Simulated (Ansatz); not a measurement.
Total energies of H$_{5}$NSi (`N[SiH3]`).

```xyz
7

N     0.809    0.043   -0.694
Si   -0.490    0.085    0.433
H     0.625   -0.181   -1.658
H     1.704   -0.322   -0.408
H    -1.577    0.910   -0.155
H    -1.084   -1.237    0.796
H     0.013    0.703    1.687
```

Total charge 0; spin multiplicity 1. All single points use the PBE0-D4/def2-TZVP geometry. Basis def2-TZVPP, Ansatz 0.2.0.

RPA on PBE orbitals: Hartree–Fock energy of these orbitals -346.32373 Eh, correlation -0.62614 Eh (frozen core).

| functional | kind | energy without D4 (Eh) | D4 term (kJ/mol) |
| --- | --- | --- | --- |
| LDA (SPW92) | LDA | -345.64120 | – |
| PBE | GGA | -347.07124 | -8.1 |
| revPBE | GGA | -347.22028 | -27.9 |
| BLYP | GGA | -347.27160 | -18.6 |
| r2SCAN | meta-GGA | -347.23951 | -1.9 |
| B3LYP | global hybrid, 20 % | -347.33119 | -13.2 |
| r2SCANh | meta-GGA hybrid, 10 % | -347.23552 | -2.0 |
| r2SCAN0 | meta-GGA hybrid, 25 % | -347.23001 | -2.2 |
| HSE06 (plane-wave form) | screened hybrid | -347.09895 | -6.2 |
| BHLYP | global hybrid, 50 % | -347.26990 | -9.4 |
| CAM-B3LYP | range-separated hybrid | -347.28355 | -6.7 |
| ωB97X-V | range-separated hybrid GGA with VV10 | -347.23732 | – |
| ωB97M-V | range-separated hybrid meta-GGA with VV10 | -347.24427 | – |
| B2PLYP | double hybrid | -347.13338 | – |

**Question.** Give the same for B97M-V, PBE0, LC-ωPBE, PBE-QIDH. (Estimate.)

**Answer.** Computed: 
```json
{"functional": "B97M-V", "kind": "meta-GGA with VV10", "energy without D4 (Eh)": "-347.21633", "D4 term (kJ/mol)": "–"}
{"functional": "PBE0", "kind": "global hybrid, 25 % exact exchange", "energy without D4 (Eh)": "-347.10904", "D4 term (kJ/mol)": "-6.7"}
{"functional": "LC-ωPBE", "kind": "long-range corrected hybrid", "energy without D4 (Eh)": "-347.18194", "D4 term (kJ/mol)": "–"}
{"functional": "PBE-QIDH", "kind": "double hybrid", "energy without D4 (Eh)": "-347.01932", "D4 term (kJ/mol)": "–"}
```

B3LYP takes the VWN-RPA correlation (the form of Gaussian; ORCA's B3LYP/G). HSE06 is the plane-wave form, built on full-range PBE exchange. The double hybrids freeze the cores in their second-order part.

LC-ωPBE has ω = 0.4 bohr⁻¹.
